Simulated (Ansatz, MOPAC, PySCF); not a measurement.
Band gap of rock-salt MgO: levels of theory against measurement

Reference value: 8.36 eV (measured, zero-point renormalisation of 0.53 eV added back here (the table's ZPR column); inputs from Chen et al. (2018), doi:10.1103/physrevmaterials.2.073803).

```tsv
level (code)	value (eV)	cell (Å³/atom)
AM1 semi-empirical Hartree-Fock (MOPAC)	10.52	9.31
LDA (Ansatz)	?	9.31
PBE (Ansatz)	4.78 (direct)	9.31
PBE-D4 (Ansatz)	4.65 (direct)	9.43
r²SCAN+rVV10 (Ansatz)	5.71 (direct)	9.23
r²SCAN0 (Ansatz)	?	9.31
G0W0@PBE (PySCF)	7.31 ± 0.09	9.31
```

Problem. Some entries are withheld; supply them.

Solution. 
- LDA (Ansatz, a first-principles code), value (eV): 4.69 (direct)
- r²SCAN0 (Ansatz), value (eV): 7.86 (direct)

Errors against the reference: AM1 semi-empirical Hartree-Fock (MOPAC) +2.16 eV, LDA -3.67 eV, PBE -3.58 eV, PBE-D4 -3.71 eV, r²SCAN+rVV10 -2.65 eV, r²SCAN0 -0.50 eV, G0W0@PBE -1.05 eV.

Leaving aside AM1 semi-empirical Hartree-Fock (MOPAC) (doubt noted below): Closest of the ranked levels: r²SCAN0 (-0.50 eV). Among them PBE-D4 (-3.71 eV) misses by most. Every ranked level misses the reference by more than 0.2 eV. Even the nearest is off by 0.50 eV. All 6 levels lie below the reference.

Published values of wave-function and many-body methods: 8.34 eV (published EOM-CCSD value, GTH pseudopotentials, extrapolated to the thermodynamic and basis limits; Vo et al. (2024), arXiv:2310.03887).

Semilocal Kohn–Sham gaps run low as a rule, and all computed gaps are for a static lattice, while measured ones hold electron–phonon shifts unless said otherwise.  A ± on a computed value is a rough bar: the spread of its extrapolation, a floor set from checks against published values, or a statistical error. AM1 semi-empirical Hartree-Fock (MOPAC): the gap is read on the k mesh or supercell of the run alone and can be too large. AM1 semi-empirical Hartree-Fock (MOPAC): the method was fitted mainly to molecules. AM1 semi-empirical Hartree-Fock (MOPAC): gaps of these semi-empirical methods are Hartree–Fock-like level differences, and their formation enthalpies are fitted 298 K values. Values are at the measured cell; PBE-D4 at the level's own relaxed cell; r²SCAN+rVV10 at the level's own equilibrium cell. Cutoffs and k meshes differ between the levels. Ansatz's density-functional and Hartree–Fock values are scalar-relativistic unless marked +SOC, with PAW data made under PBE.

Differences are worked out from the printed values.
